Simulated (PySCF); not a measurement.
Compound: C3H3NO (charge +1 and doublet state).
Structure used (GFN2-xTB), in Å, numbered top down from 1:
```
atom  x, y, z in Å
C1     2.057    0.350   -0.317
C2     0.868    0.281   -0.106
C3    -0.558    0.365    0.184
N4    -1.358   -0.657    0.111
O5    -0.712    1.543    0.471
H6     3.093    0.245   -0.536
H7    -2.345   -0.538    0.325
H8    -1.037   -1.580   -0.155
```

The hyperfine couplings belong to this conformer and change with its torsions.

Identity: `[H]/[C+]=[C]/C(N)=O` [radical] (charge +1).

Method: PySCF, UKS B3LYP, pcH-1 on C H N O, non-relativistic, mean-field spin-orbit, GIAO. Geometry: GFN2-xTB, one conformer, isolated ion. A GFN2-xTB geometry isn't a minimum of the functional, and hyperfine couplings can be far from their values at a DFT geometry, by a factor of two or more for some ions and for spin on atoms past the first row. No stability test was run, so a lower SCF solution isn't excluded.

Principal values of hyperfine tensors in MHz (contact and dipolar terms together), for some of the nuclei:

```
atom  isotope       A1      A2      A3
  C2      13C    46.60   49.42  105.94
  O5      17O  -249.01   51.57   64.90
  H6       1H   -41.23  -30.96  -10.59
  C1      13C    -7.95   -5.99   80.88
  H8       1H     2.05    4.34    7.70
  N4      14N     0.01    2.48    5.77
  H7       1H    -5.71   -4.64    4.30
```

Q: Split each tensor into its isotropic and traceless parts, and turn a_iso into mT with g = 2.0062.

A: a_iso is a third of the trace, T = A − a_iso, and a(mT) = a(MHz)/(g × 13.996).

| atom | a_iso (MHz) | a_iso (mT) | T1 | T2 | T3 |
| --- | --- | --- | --- | --- | --- |
| C2 | 67.32 | 2.398 | -20.72 | -17.90 | 38.62 |
| O5 | -44.18 | -1.573 | -204.83 | 95.76 | 109.08 |
| H6 | -27.59 | -0.983 | -13.64 | -3.37 | 17.01 |
| C1 | 22.31 | 0.795 | -30.26 | -28.31 | 58.57 |
| H8 | 4.70 | 0.167 | -2.65 | -0.36 | 3.00 |
| N4 | 2.75 | 0.098 | -2.75 | -0.27 | 3.02 |
| H7 | -2.02 | -0.072 | -3.69 | -2.62 | 6.32 |

Q: What spin density at the nucleus of O5 lies behind its contact coupling (g_N = -0.75752)?

A: a_FC = 800.24 MHz bohr³ × g_N × ρ(0)/(2S). With a_FC = -44.18 MHz and 2S = 1, ρ(0) = 0.07288 bohr⁻³. The nuclear moment is negative, so coupling and spin density have opposite signs.

Q: C3 (13C, g_N = 1.40482) isn't in the table. Its spin density at the nucleus is -0.02631 bohr⁻³. What is its contact coupling?

A: By the same relation, a_FC = -29.6 MHz. Its full tensor has the principal values -38.41, -29.67, -20.65 MHz.

Q: Which nucleus of the table has the largest anisotropic coupling, and what is its form?

A: O5: -204.8, 95.8, 109.1 MHz, nearly axial, close to the ratio +1:+1:−2, the form that spin in one p orbital centred on that nucleus gives (the nuclear moment is negative).

Q: What first-order splitting does C2 cause when the field lies along A1, A2 or A3 of its tensor (g taken as isotropic, no quadrupole term)?

A: 2 lines (I = 1/2), spaced by |A_i|/(g × 13.996): 1.66, 1.76, 3.77 mT along the axes of A1, A2 and A3.

The SMILES draws the unpaired electron on C2; the largest computed Mulliken spin population is on O5 (0.65 against 0.09).
